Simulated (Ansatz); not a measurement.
Cost and result for the atomization energy of C₄H₅N (`C=C1CC1=N`) (10 atoms, 10 bonds).

Z-matrix (Å, degrees):
```
C
C 1 1.501
C 1 1.493 2 56.3
H 1 1.089 2 118.5 3 -107.1
H 1 1.089 2 118.5 3 107.1
C 2 1.319 1 146.7 3 -180.0
N 3 1.257 1 150.5 2 -180.0
H 6 1.084 2 120.7 1 180.0
H 6 1.085 2 121.5 1 -0.0
H 7 1.021 3 110.4 1 -0.0
```

Total charge 0; spin multiplicity 1. All single points use the PBE0-D4/def2-TZVP geometry. It is one conformer, not always the lowest. Program: Ansatz. All runs use 2 threads of an Arm Neoverse V2 on a shared host. Times are those of one run each, without the atoms' runs, and a repeat can differ threefold. Electronic energies, without spin–orbit coupling; frozen cores. CCSD(T)/CBS adds CCSD(T) − MP2 in def2-TZVPP to the MP2 limit, and its time is that of the two runs behind it. T1 = 0.013; the RHF reference is unstable towards UHF. B3LYP takes the VWN-RPA correlation (the form of Gaussian; ORCA's B3LYP/G). HSE06 is the plane-wave form, built on full-range PBE exchange.

CCSD(T)/CBS is a level of theory with its own doubt, some kJ/mol a heavy atom from the limit and from the frozen cores, so smaller differences don't rank the functionals.

```
                            level  functions  wall time
           LDA (SPW92)/def2-TZVPP        225      1.4 s
             revPBE-D4/def2-TZVPP        225      2.3 s
               BLYP-D4/def2-TZVPP        225      2.3 s
               PBE0-D4/def2-TZVPP        225      2.7 s
  PBE-D4/def2-TZVPP (with forces)        225      2.8 s
              HSE06-D4/def2-TZVPP        225      3.2 s
B3LYP-D4/def2-TZVPP (with forces)        225      4.5 s
                 CCSD(T)/def2-SVP         95      4.7 s
               ωB97X-V/def2-TZVPP        225        8 s
                B97M-V/def2-TZVPP        225      9.5 s
                   MP2/def2-QZVPP        435       25 s
               CCSD(T)/def2-TZVPP        225      110 s
                CCSD(T)/CBS(def2)          –    2.3 min
```

Question: What atomization energy does each give, and how far from CCSD(T)/CBS? (Estimate.)

Answer: Computed: 
```json
{"level": "LDA (SPW92)/def2-TZVPP", "atomization (kJ/mol)": "4951.2", "difference from CCSD(T)/CBS": "736.8", "per bond": "73.7"}
{"level": "revPBE-D4/def2-TZVPP", "atomization (kJ/mol)": "4302.6", "difference from CCSD(T)/CBS": "88.2", "per bond": "8.8"}
{"level": "BLYP-D4/def2-TZVPP", "atomization (kJ/mol)": "4282.7", "difference from CCSD(T)/CBS": "68.3", "per bond": "6.8"}
{"level": "PBE0-D4/def2-TZVPP", "atomization (kJ/mol)": "4304.1", "difference from CCSD(T)/CBS": "89.7", "per bond": "9.0"}
{"level": "PBE-D4/def2-TZVPP (with forces)", "atomization (kJ/mol)": "4424.7", "difference from CCSD(T)/CBS": "210.3", "per bond": "21.0"}
{"level": "HSE06-D4/def2-TZVPP", "atomization (kJ/mol)": "4308.5", "difference from CCSD(T)/CBS": "94.1", "per bond": "9.4"}
{"level": "B3LYP-D4/def2-TZVPP (with forces)", "atomization (kJ/mol)": "4257.2", "difference from CCSD(T)/CBS": "42.8", "per bond": "4.3"}
{"level": "CCSD(T)/def2-SVP", "atomization (kJ/mol)": "4034.6", "difference from CCSD(T)/CBS": "-179.8", "per bond": "-18.0"}
{"level": "ωB97X-V/def2-TZVPP", "atomization (kJ/mol)": "4240.7", "difference from CCSD(T)/CBS": "26.3", "per bond": "2.6"}
{"level": "B97M-V/def2-TZVPP", "atomization (kJ/mol)": "4260.1", "difference from CCSD(T)/CBS": "45.7", "per bond": "4.6"}
{"level": "MP2/def2-QZVPP", "atomization (kJ/mol)": "4266.6", "difference from CCSD(T)/CBS": "52.2", "per bond": "5.2"}
{"level": "CCSD(T)/def2-TZVPP", "atomization (kJ/mol)": "4101.8", "difference from CCSD(T)/CBS": "-112.6", "per bond": "-11.3"}
{"level": "CCSD(T)/CBS(def2)", "atomization (kJ/mol)": "4214.4", "difference from CCSD(T)/CBS": "0.0", "per bond": "0.0"}
```

From PBE to PBE0 (25 % exact exchange), in def2-TZVPP and without D4, the atomization energy moves by −117.7 kJ/mol: exact exchange takes away binding that semilocal exchange gives to molecules. The D4 term adds +27.8 kJ/mol with B3LYP and +14.5 kJ/mol with PBE0; it sums over pairs of atoms, weighted by their polarisabilities, and B3LYP, whose exchange is more repulsive, gets the larger term. Leaving LDA and LC-ωPBE aside and taking each functional with its dispersion term where it has one, the values, not all of them listed here, spread over 342.6 kJ/mol, from BHLYP-D4 to PBE-D4. LDA lies +543.9 kJ/mol from PBE without D4, its usual overbinding.
